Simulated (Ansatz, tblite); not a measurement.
# The cluster Pb2O+: a ladder of methods and basis sets

One table from this session's results is given with a row withheld; the runs are named, their logs left out.

Method: as each input shows; program: Ansatz 0.2.0, Gaussian basis.

Levels to be run: GFN1-xTB, GFN2-xTB, PBE-D4/def2-TZVP, r2SCAN-D4/def2-TZVP, BLYP-D4/def2-TZVP, B3LYP-D4/def2-TZVP, LC-ωPBE/def2-TZVP, PBE-QIDH/def2-TZVP, r2SCAN0-D4/def2-TZVP, PBE-D4/def2-SVP, PBE0-D4/def2-SVP, CCSD(T)/def2-TZVPP, MP2/def2-TZVP, RPA/def2-TZVP.

1 further run of the same task is left out (set aside as unsound or not needed). Runs told in other sessions of the task aren't counted.

## The relaxed structure

The doublet was relaxed beforehand with PBE-D4/def2-TZVP. At that level it is the lowest of the isomers that a small search found.

3 atoms, charge 1, spin multiplicity 2.

Bond lengths: Pb1–O3 2.108 Å, Pb2–O3 2.108 Å. Angles: Pb1–O3–Pb2 105.3°.

Pb takes a core potential in the def2 sets. No spin-orbit coupling is included. The ion is computed in the gas phase, without counter-ions or solvent.

PBE0-D4/def2-TZVP was run before; its log isn't repeated, and its numbers join the tables.

The first run:

Tight binding, by tblite at 300 K electronic temperature and without a spin-polarisation term:

```python
tblite.interface.Calculator('GFN1-xTB', numbers, positions, charge=1, uhf=1).singlepoint()
```

Tight binding, by tblite at 300 K electronic temperature and without a spin-polarisation term:

```python
tblite.interface.Calculator('GFN2-xTB', numbers, positions, charge=1, uhf=1).singlepoint()
```

start.molden holds the orbitals of an earlier run on this state, given as this run's starting guess.

in.yaml

```yaml
crystal:
  periodic: [false, false, false]
  atoms:
    - {symbol: Pb, position_ang: [0.947817, -1.372688, 0.456356]}
    - {symbol: Pb, position_ang: [-1.344021, 1.063493, 0.231680]}
    - {symbol: O, position_ang: [0.396194, 0.309195, -0.688027]}
basis:
  gaussian: {orbitals: def2-TZVP, initial_orbitals: start.molden}
total_charge: 1
magnetization: {spin_polarized: true, initial_magnetization: 1}
hamiltonian: {xc: pbe, dispersion: d4}
scf: {omitted_lower_state_checks: [starts]}
output: {orbitals: {seedname: orbitals}}
```

Launch:

```bash
$ ansatz run in.yaml --threads 4 --pin off --events-out ev --progress --plain --max-ram 3916MiB
```

Steps of the session up to this table: PBE-D4/def2-TZVP; r2SCAN-D4/def2-TZVP; BLYP-D4/def2-TZVP; B3LYP-D4/def2-TZVP; LC-ωPBE/def2-TZVP; PBE-QIDH/def2-TZVP; r2SCAN0-D4/def2-TZVP; PBE-D4/def2-SVP; PBE0-D4/def2-SVP; CCSD(T)/def2-TZVPP; MP2/def2-TZVP; RPA/def2-TZVP.

One table of the session follows, with a row left open; its other results are not shown here.

It belongs to the step «Levels side by side». 

```
               level  HOMO (eV)  LUMO (eV)  gap (eV)
     PBE-D4/def2-SVP      -8.93      -8.23      0.70
    PBE-D4/def2-TZVP      -8.96      -8.22      0.74
   BLYP-D4/def2-TZVP      -8.80      -8.22      0.58
 r2SCAN-D4/def2-TZVP      -9.23      -7.87      1.36
  B3LYP-D4/def2-TZVP      -9.54      -7.77      1.76
    PBE0-D4/def2-SVP          ?          ?         ?
   PBE0-D4/def2-TZVP      -9.70      -7.43      2.27
r2SCAN0-D4/def2-TZVP      -9.93      -7.20      2.72
   LC-ωPBE/def2-TZVP     -11.64      -5.31      6.34
```

Q: Estimate the row for PBE0-D4/def2-SVP from the others.

The run gave: HOMO (eV): -9.67; LUMO (eV): -7.46; gap (eV): 2.21. In the column «HOMO (eV)» it lies between PBE0-D4/def2-TZVP (-9.70) and B3LYP-D4/def2-TZVP (-9.54).
